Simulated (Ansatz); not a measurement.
Below is the output of a Python script on the Python package of Ansatz (0.2.0) that makes harmonic frequencies at the relaxed geometry of C4H4N2, SMILES c1cncnc1. Write a script that gives it. Level of theory (for the species named): r2SCAN, def2-SVP basis, multiplicity 1.

```xyz
10

C    -1.1429    0.0718    0.0009
C    -0.5056   -1.1688   -0.0057
N     0.8516   -1.2333   -0.0067
C     1.6029   -0.1007   -0.0013
N     0.9992    1.1171    0.0052
C    -0.3554    1.2229    0.0064
H    -2.2231    0.1396    0.0018
H    -1.0888   -2.0799   -0.0100
H     2.6821   -0.1685   -0.0022
H    -0.8199    2.1998    0.0116
```

`python freq_c4h4n2.py` gives:
```text
bond        before    after (A)
C0-C1        1.3947   1.3966
C0-C5        1.3947   1.3966
C0-H6        1.0823   1.0931
C1-N2        1.3587   1.3361
C1-H7        1.0818   1.0981
N2-C3        1.3591   1.3358
C3-N4        1.3592   1.3358
C3-H8        1.0813   1.0983
N4-C5        1.3587   1.3361
C5-H9        1.0817   1.0981
mode  1     332.8 1/cm    41.27 meV
mode  2     401.8 1/cm    49.82 meV
mode  3     625.9 1/cm    77.60 meV
mode  4     695.5 1/cm    86.23 meV
mode  5     739.0 1/cm    91.62 meV
mode  6     824.7 1/cm   102.25 meV
mode  7     978.7 1/cm   121.34 meV
mode  8     994.7 1/cm   123.32 meV
mode  9    1013.6 1/cm   125.67 meV
mode 10    1019.4 1/cm   126.39 meV
mode 11    1077.5 1/cm   133.59 meV
mode 12    1086.0 1/cm   134.65 meV
mode 13    1164.1 1/cm   144.32 meV
mode 14    1235.8 1/cm   153.22 meV
mode 15    1303.1 1/cm   161.56 meV
mode 16    1381.3 1/cm   171.26 meV
mode 17    1441.1 1/cm   178.67 meV
mode 18    1488.4 1/cm   184.54 meV
mode 19    1617.6 1/cm   200.56 meV
mode 20    1624.2 1/cm   201.38 meV
mode 21    3144.5 1/cm   389.86 meV
mode 22    3146.8 1/cm   390.15 meV
mode 23    3157.2 1/cm   391.44 meV
mode 24    3203.5 1/cm   397.18 meV
imaginary modes: 0  zero-point energy: 2.089 eV
H(298 K) - E = 2.2295 eV
S(298 K, 1 bar) = 286.8 J/(mol K) with symmetry number 1
```

The script that was run (others could print the same):

`freq_c4h4n2.py`
```python
# -*- coding: utf-8 -*-
"""Vibrations of C4H4N2."""

import ansatz as az
from ase import Atoms
from ase.thermochemistry import IdealGasThermo
import numpy as np

geometry = (
    az.Crystal.molecule()
    .atom("C", (-1.1429, 0.0718, 0.0009))
    .atom("C", (-0.5056, -1.1688, -0.0057))
    .atom("N", (0.8516, -1.2333, -0.0067))
    .atom("C", (1.6029, -0.1007, -0.0013))
    .atom("N", (0.9992, 1.1171, 0.0052))
    .atom("C", (-0.3554, 1.2229, 0.0064))
    .atom("H", (-2.2231, 0.1396, 0.0018))
    .atom("H", (-1.0888, -2.0799, -0.01))
    .atom("H", (2.6821, -0.1685, -0.0022))
    .atom("H", (-0.8199, 2.1998, 0.0116))
)

job = (
    geometry.calculation()
    .basis(gaussian="def2-SVP")
    .functional("r2SCAN")
)
symbols = [site.symbol for site in geometry.cartesian_sites]
start = np.array([site.position_ang for site in geometry.cartesian_sites], dtype=float)
r = job.relax(force_tolerance=0.003).run(threads=1, backend="cpu").report
end = np.array(r["positions_ang"])

print("bond        before    after (A)")
for i, j in [(0, 1), (0, 5), (0, 6), (1, 2), (1, 7), (2, 3), (3, 4), (3, 8), (4, 5), (5, 9)]:
    d0, d1 = (np.linalg.norm(xyz[i] - xyz[j]) for xyz in (start, end))
    print(f"{symbols[i]}{i}-{symbols[j]}{j}".ljust(10), f"{d0:8.4f} {d1:8.4f}")

# frequencies need a stationary point, so they are taken at the relaxed geometry
minimum = az.Crystal.molecule()
for symbol, xyz in zip(symbols, end):
    minimum = minimum.atom(symbol, xyz.tolist())
vibrating = (
    minimum.calculation()
    .basis(gaussian="def2-SVP")
    .functional("r2SCAN")
    .phonons(temperatures=(200, 600, 100))
)
vib = vibrating.run(threads=1, backend="cpu").report["vibrations"]
sums = vib["harmonic_sums"]
modes = [m["omega_inv_cm"] for m in sums["modes_at_gamma"] if m["rigid_motion"] == "no"]
for number, w in enumerate(modes, start=1):
    print(f"mode {number:2d} {w:9.1f} 1/cm {w / 8065.544 * 1000:8.2f} meV")
print("imaginary modes:", sum(w < 0 for w in modes), " zero-point energy:", round(sums["zero_point_energy_ev"], 4), "eV")
# rigid rotor and ideal gas, symmetry number taken as one
gas = IdealGasThermo(vib_energies=[w / 8065.544 for w in modes if w > 0], geometry="linear" if len(modes) == 3 * len(symbols) - 5 else "nonlinear",
                     atoms=Atoms(symbols, positions=end), symmetrynumber=1, spin=0.0)
print(f"H(298 K) - E = {gas.get_enthalpy(298.15, verbose=False):.4f} eV")
print(f"S(298 K, 1 bar) = {96485.33 * gas.get_entropy(298.15, 1e5, verbose=False):.1f} J/(mol K) with symmetry number 1")
```

Reading the output:
- These settings explore the input space; basis and method may be short of convergence.
- The frequencies are harmonic and unscaled, in a modest basis. The result belongs to the one conformer reached from this start, and soft torsions count as harmonic oscillators.
- The entropy takes a symmetry number of 1; a symmetric molecule's is lower by R ln(sigma).
- Hardware and time: 4.4 min on 1 thread of Intel(R) Xeon(R) Platinum 8259CL CPU @ 2.50GHz (Skylake/Cascade Lake) (shared host), peak memory 0.28 GiB.

(A comment or docstring line of the script was reworded after the run, the code is as it ran; lines on the test bed's own set-up are left out of the output.)
